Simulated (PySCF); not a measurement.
**BrFH2P−, cut into parts across a bond: interaction energy**

An exercise on one series of results from a longer session: the logs are not shown, and one member is left open.

Programs: PySCF 2.14.0. All values are calculated, for the isolated system unless a continuum is named. Atoms count from 0, parts from 1.

## The system as given

5 atoms, charge -1, multiplicity 1; geometry: GFN2-xTB. Parts: 1 = atoms 0–3, `FP`, charge 0; 2 = atom 4, `[Br-]`, charge -1. In the given geometry P1 and Br4 of different parts are bonded (2.45 Å), so values for the parts refer to these atom groups.

Set-up of the first run:

Job settings and geometry (Å):

```
{"job": {"xc": "PBE0", "basis": "def2-SVPD", "d3": "d3bj", "grid": 2, "kind": "geom", "shake": 0.01}, "charge": -1, "multiplicity": 1, "parts": [{"atoms": "0-3", "charge": 0, "multiplicity": 1}, {"atoms": "4-4", "charge": -1, "multiplicity": 1}]}
F      1.323866    -0.219452    -0.095485
P     -0.325110    -0.075182     0.617357
H     -0.749878    -0.964877    -0.379502
H     -0.466466     1.050811    -0.196230
Br    -2.723614     0.160166     1.039000
```

Run with:

```sh
> OMP_NUM_THREADS=1 python cluster_run.py task.json out
```

This one command runs all jobs of the session in turn.

Steps of the session up to this table: Optimising the geometry at PBE0-D3(BJ)/def2-SVPD; Coupled-cluster interaction energy: CCSD(T) and MP2.

One table of the session follows, with a row left open; its other results are not shown here.

It belongs to the step «Coupled-cluster interaction energy: CCSD(T) and MP2». 

| method | interaction energy (kcal/mol) |
| --- | --- |
| HF/aug-cc-pVDZ | -12.54 |
| MP2/aug-cc-pVDZ | -17.94 |
| CCSD/aug-cc-pVDZ | -16.05 |
| CCSD(T)/aug-cc-pVDZ | -16.79 |
| HF/aug-cc-pVTZ | -13.22 |
| MP2/aug-cc-pVTZ | -20.94 |
| SCS-MP2/aug-cc-pVTZ | -18.79 |
| MP2, extrapolated | -21.92 |
| CCSD(T), limit estimate | ? |

Q: Estimate the row for CCSD(T), limit estimate from the others.

As computed: interaction energy (kcal/mol): -20.77. In the column «interaction energy (kcal/mol)» it lies between MP2/aug-cc-pVTZ (-20.94) and SCS-MP2/aug-cc-pVTZ (-18.79).

Caveats from the session: The interaction energy leaves out the deformation of the parts, 4.45 kcal/mol (MP2); added to the CCSD(T) estimate it gives a binding of about -16.32 kcal/mol.
